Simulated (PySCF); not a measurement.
Compound: butylhydrazine, C4H12N2.
SMILES with atom numbers: `[CH3:1][CH2:2][CH2:3][CH2:4][NH:5][NH2:6]` (hydrogens: H7, H8, H9 on C1; H10, H11 on C2; H12, H13 on C3; H14, H15 on C4; H16 on N5; H17, H18 on N6)

Torsions of this conformer, `[CH3:1][CH2:2][CH2:3][CH2:4][NH:5][NH2:6]`: C1–C2–C3–C4 -179°, C2–C3–C4–N5 -60°, C3–C4–N5–N6 -60°, H–N6–N5–C4 90°, H–N6–N5–C4 -150°.

The closed-shell ground state was solved at several levels (PySCF, density fitting, gas phase, non-relativistic). The structure is a single PBE0-D3(BJ)/def2-SVP conformer in the gas phase; no vibrational or solvent corrections.

```
           level  basis functions  total energy (Eh)  HOMO (eV)  LUMO (eV)  gap (eV)  dipole (D)
 B3LYP/def2-SVPD              216          -268.9458      -6.29       0.25      6.54        1.66
   PBE0/pcSseg-1              162          -268.7582      -6.42       1.09      7.51        1.79
wB97X-D/pcSseg-1              162          -268.9958      -8.34       2.92     11.26        1.81
```

Problem. Estimate the row for B3LYP/pcJ-1, a basis of 282 functions; the other rows only guide the guess.

Solution. Total energy -269.1386 Eh, HOMO -6.15 eV, LUMO 0.80 eV, gap 6.95 eV, dipole 1.77 D.

Problem. Over all these levels, which gives the widest orbital gap and which the narrowest?

Solution. wB97X-D/pcSseg-1 (range-separated hybrid) has the widest, 11.26 eV, and B3LYP/def2-SVPD (global hybrid, 20 % exact exchange) the narrowest, 6.54 eV. Functional and basis both differ between the two, so the spread mixes both effects.

Problem. How far do the dipole and the HOMO energy spread over the levels?

Solution. The dipole runs from 1.66 to 1.81 D (mean 1.76 D) and the HOMO from -8.34 to -6.15 eV.

The pairwise dispersion term of wB97X-D wasn't added to the energies; at a given geometry it leaves orbitals and properties as they are.
